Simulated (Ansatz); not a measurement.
Input file:

```yaml
crystal:
  periodic: [false, false, false]
  atoms:
    - {symbol: Se, position_ang: [0.000000, 0.000000, 0.000000]}
    - {symbol: Na, position_ang: [0.000000, 0.000000, 2.604000]}
basis:
  gaussian: {orbitals: cc-pVDZ}
magnetization: {spin_polarized: false, initial_magnetization: 3}
correlation: {method: fci, electrons: outside_noble_gas}
```

```sh
$ ansatz run in.yaml --threads 1 --pin off --events-out ev --progress --plain --max-ram 2393MiB
```

The program prints:

```
845 factors; integrals over basis functions are off by at most 1.1e-7 eV
mean field evaluation 1: about -69705.1335 eV, gradient 5.5e0 eV
mean field evaluation 2: about -69705.1511 eV, gradient 5.4e0 eV
mean field evaluation 4: about -69705.4602 eV, gradient 3.7e-1 eV
mean field evaluation 8: about -69705.4629 eV, gradient 4.5e-4 eV
mean field evaluation 16: about -69705.0818 eV, gradient 5.6e-2 eV
mean field evaluation 32: about -69705.2632 eV, gradient 1.5e0 eV
mean field -69705.46283820 eV, -2561.6285112441 hartree, gradient 1.1e-6 eV, S^2 3.750000; 9 other end points of the search recorded, 0 dependent functions left out
mean field evaluation 64: about -69705.5658 eV, gradient 2.8e-1 eV
mean field evaluation 96: about -69705.5680 eV, gradient 7.0e-2 eV
determinant -69705.46283820 eV, -2561.6285112441 hartree, with singles and doubles -69708.03121268 eV, -2561.7228972654 hartree
determinant -69705.08186689 eV, -2561.6145108067 hartree, with singles and doubles -69707.65301155 eV, -2561.7089986301 hartree
determinant -69705.46283820 eV, -2561.6285112441 hartree, with singles and doubles -69708.04383943 eV, -2561.7233612901 hartree
determinant -69705.08186689 eV, -2561.6145108067 hartree, with singles and doubles -69707.66230383 eV, -2561.7093401152 hartree
19 core orbitals not correlated: weight in the atoms' cores, before any rotation towards them, 1.000 or more for the frozen orbitals, at most 0.000 for the correlated occupied ones
reference -69705.46283820 eV, -2561.6285112441 hartree; 5, 2 occupied and 21, 24 virtual orbitals, 845 factors
state -69708.09288677 eV, -2561.7251637464 hartree
Total energy: -69708.09288677 eV, -2561.7251637464 hartree
```

Natural occupations: 1.9642 1.9529 0.9962 0.9962 0.9911 0.0143 0.0143 0.0143 0.0103 0.0103 0.0097 0.0065 0.0065 0.0060 0.0025 0.0025 0.0008 0.0004 0.0003 0.0003 0.0001 0.0001 0.0001 0.0000.

Ran on 1 thread of AMD EPYC 7B13, shared host: 2.2 min wall, 0.85 GiB peak host memory.
